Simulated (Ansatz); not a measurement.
**SiPHCl+ (quintet): the correlation ladder, cc-pVDZ**

One table from this session's results is given with a row withheld; the runs are named, their logs left out.

The runs use Ansatz 0.2.0, Gaussian basis; cc-pVDZ, core rule «outside noble gas», up to 15 orbitals frozen.

The runs, in order: UHF; CCSD(T) on ROHF; CCSD(T) on UHF; BCCD(T) on ROHF; CISD; CCSDT(Q) on ROHF; CCSDT(Q) on UHF.

26 further runs of the same task are left out: 6 for a known fault of the program, 7 that didn't finish, 13 set aside as unsound or not needed.

## The system

The geometry is a PBE0/def2-TZVP stationary point (not a proven minimum) of the parent state, kept for this charge and spin.

4 atoms, charge 1, spin multiplicity 5.

Atoms are counted from 1 here; the program's logs count them from 0.

Bond lengths: Cl1–Si2 2.068 Å, Si2–P3 2.282 Å, P3–H4 1.429 Å. Angles: Cl1–Si2–P3 112.5°, Si2–P3–H4 96.7°.

Set-up of the first run:

Input file in.yaml:

```yaml
crystal:
  periodic: [false, false, false]
  atoms:
    - {symbol: Cl, position_ang: [0.017539, -0.372733, 1.703409]}
    - {symbol: Si, position_ang: [0.019119, 0.850411, 0.036379]}
    - {symbol: P, position_ang: [-0.080618, -0.331858, -1.912861]}
    - {symbol: H, position_ang: [1.327734, -0.387755, -2.147109]}
basis:
  gaussian: {orbitals: cc-pVDZ}
total_charge: 1
magnetization: {spin_polarized: true, initial_magnetization: 4}
hamiltonian: {xc: hf}
output: {orbitals: {seedname: orbitals}}
```

Started as:

```
$ ansatz run in.yaml --threads 1 --pin off --events-out ev --progress --plain --max-ram 2393MiB
```

Among the steps run: UHF; CCSD(T) on ROHF; CCSD(T) on UHF; BCCD(T) on ROHF; CISD; CCSDT(Q) on ROHF; CCSDT(Q) on UHF.

One of the session's tables, all rows but one given; the rest of the session is left out.

| method | from UCCSDT(Q) (kJ/mol) |
| --- | --- |
| ROHF | +835.0 |
| UHF | +823.1 |
| RMP2 | +138.9 |
| UMP2 | +138.7 |
| CISD | +113.6 |
| RCCSD | +31.9 |
| UCCSD | +31.7 |
| RCCSD(T) | +6.8 |
| UCCSD(T) | +6.8 |
| BCCD(T) | +6.8 |
| RCCSDT | +2.2 |
| UCCSDT | ? |
| RCCSDT(Q) | +0.4 |
| UCCSDT(Q) | 0 |

Q: Estimate the row for UCCSDT from the others.

The run gave: from UCCSDT(Q) (kJ/mol): +2.1. In the column «from UCCSDT(Q) (kJ/mol)» it lies between RCCSDT(Q) (+0.4) and RCCSDT (+2.2).

Caveats from the session: Restricted and unrestricted rows rest on different reference determinants; where their highest levels disagree by more than a few hundredths of an eV, they describe different states and don't form one ladder.
